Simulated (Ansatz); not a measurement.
Ansatz (an electronic-structure program) input:

Ansatz 0.2 input:
```yaml
crystal:
  periodic: [false, false, false]
  atoms:
    - {symbol: C, position_ang: [-0.72149823, 0.08373100, 0.02331735]}
    - {symbol: C, position_ang: [0.73049288, -0.09379566, -0.03384846]}
    - {symbol: H, position_ang: [-1.24122035, -0.49086004, -0.77393445]}
    - {symbol: H, position_ang: [-1.03353730, 1.08521478, -0.34659831]}
    - {symbol: H, position_ang: [-1.16077526, -0.11753152, 0.99938307]}
    - {symbol: H, position_ang: [1.04298716, -1.09339153, 0.34016594]}
    - {symbol: H, position_ang: [1.25057767, 0.48419452, 0.76088108]}
    - {symbol: H, position_ang: [1.16922771, 0.10516030, -1.01054453]}
basis:
  gaussian:
    orbitals: def2-TZVP
hamiltonian:
  xc: b3lyp
  dispersion: d3bj
total_charge: 1
magnetization: {spin_polarized: true, initial_magnetization: 1}
relax: {f_tol: 0.002, max_steps: 150}
```

Q: What final total energy does it print?

A: -79.44720 Eh (B3LYP-D3(BJ)/def2-TZVP). The basis has 98 functions.
